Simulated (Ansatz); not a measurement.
We consider pyrite RuS2, described by HSE06 (PAW; Ansatz, a first-principles code).

Run with plane-wave cutoff 460 eV, 4×4×4 k mesh, Fermi–Dirac smearing 0.01 eV, no spin polarisation, scalar-relativistic PAW data made under PBE.

Cell (measured lattice):

```xyz
12
Lattice="5.6100 0.0000 0.0000 0.0000 5.6100 0.0000 0.0000 0.0000 5.6100" Properties=species:S:1:pos:R:3 pbc="T T T"
Ru     0.0000     2.8050     2.8050
Ru     2.8050     0.0000     2.8050
Ru     0.0000     0.0000     0.0000
Ru     2.8050     2.8050     0.0000
S      3.4433     4.9717     0.6383
S      0.6383     3.4433     4.9717
S      3.4433     3.4433     3.4433
S      2.1667     2.1667     2.1667
S      4.9717     0.6383     3.4433
S      4.9717     2.1667     0.6383
S      0.6383     4.9717     2.1667
S      2.1667     0.6383     4.9717
```

Q: Give the computed band gap and smallest direct gap on the k points sampled.

A: 
- band gap = 1.52 eV
- smallest direct gap on the k points sampled = 1.89 eV

Note: cell and atoms aren't relaxed at this level (largest force component 0.39 eV/Å, pressure -1.5 GPa).

Spin–orbit coupling is not included.
